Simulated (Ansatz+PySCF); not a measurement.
**singlet H5O2(+): levels of theory in one basis**

| atom | x (Å) | y (Å) | z (Å) |
| --- | --- | --- | --- |
| H | -0.0476 | 0.0126 | -0.0158 |
| O | 1.1754 | 0.0839 | 0.0552 |
| O | -1.1449 | -0.0494 | 0.0489 |
| H | 1.6106 | 0.7646 | 0.5036 |
| H | -1.5776 | -0.8112 | 0.4307 |
| H | 1.6882 | -0.2383 | -0.7034 |
| H | -1.7820 | 0.2462 | -0.7075 |

Basis set: def2-SVP (spherical functions). Frozen core: 2 orbitals. Charge 1, multiplicity 1.

Computed with Ansatz (development build ahead of 0.2.0); each method stands on the lowest determinant of its kind that the runs found.

```tsv
method	E − E(RHF) (eV)	<S²> of the determinant
RHF	0.00	0.00
RHF-MP2	-11.25	–
RHF-CCSD	-11.74	–
```

Q: What does RHF-CCSD(T) give on the same scale?

A: -11.93 eV.

Q: Is a single determinant a sound starting point here?

A: By this sign, yes. Unrestricted orbitals gain 0.00 eV and <S²> is 0.00 against 0.00 for a pure state.
